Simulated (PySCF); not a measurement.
First SCF of a structure search on doublet [C3]+, at a hand-made obtuse triangle geometry. PySCF input:

```python
from pyscf import gto, scf, dft
mol = gto.M(atom='''
C      0.000000     0.000000     0.000000
C      1.170000     0.900000     0.000000
C     -1.170000     0.900000     0.000000''',
    basis={'C': 'def2-TZVP'},
    charge=1, spin=1)
mf = dft.UKS(mol, xc='PBE0')
mf.grids.atom_grid = (50, 194)
aux = {'C': 'def2-universal-JKFIT'}
mf = mf.density_fit(auxbasis=aux)
mf.conv_tol = 1e-08
mf.diis_space = 10
mf.max_cycle = 60
mf.init_guess = 'minao'
mf.verbose = 4
mf.kernel()
```

Excerpt of the output (cycles alone):

```
init E= -113.779752165154
cycle= 1 E= -113.355475208813  delta_E= 0.424  |g|= 0.32  |ddm|= 1.05
cycle= 2 E= -113.317592964287  delta_E= 0.0379  |g|= 0.445  |ddm|= 0.573
cycle= 3 E= -113.41011870672  delta_E= -0.0925  |g|= 0.205  |ddm|= 0.364
cycle= 4 E= -113.432402608071  delta_E= -0.0223  |g|= 0.0145  |ddm|= 0.118
cycle= 5 E= -113.432743041177  delta_E= -0.00034  |g|= 0.00637  |ddm|= 0.0292
cycle= 6 E= -113.432844473577  delta_E= -0.000101  |g|= 0.00331  |ddm|= 0.0148
cycle= 7 E= -113.432886669505  delta_E= -4.22e-05  |g|= 0.0011  |ddm|= 0.0122
cycle= 8 E= -113.432893057581  delta_E= -6.39e-06  |g|= 0.000497  |ddm|= 0.00469
cycle= 9 E= -113.432894753999  delta_E= -1.7e-06  |g|= 0.000315  |ddm|= 0.00211
cycle= 10 E= -113.432895789303  delta_E= -1.04e-06  |g|= 0.000144  |ddm|= 0.00218
cycle= 11 E= -113.432896014952  delta_E= -2.26e-07  |g|= 2.59e-05  |ddm|= 0.00142
cycle= 12 E= -113.43289601819  delta_E= -3.24e-09  |g|= 5.84e-06  |ddm|= 0.000164
Extra cycle  E= -113.432896018225  delta_E= -3.52e-11  |g|= 7.86e-06  |ddm|= 1.07e-05
converged SCF energy = -113.432896018225  <S^2> = 0.79157802  2S+1 = 2.0411546
```

This is not the lowest solution: all starts ended here, but a stability analysis within the same unrestricted form found one 6.8 kJ/mol lower, at -113.43547 Eh.

The search for the lowest solution, 3 starts and the stability check together, took 22 s on 2 threads of a shared Arm Neoverse N1 host, with 93 basis functions; the process peaked at 0.37 GiB.
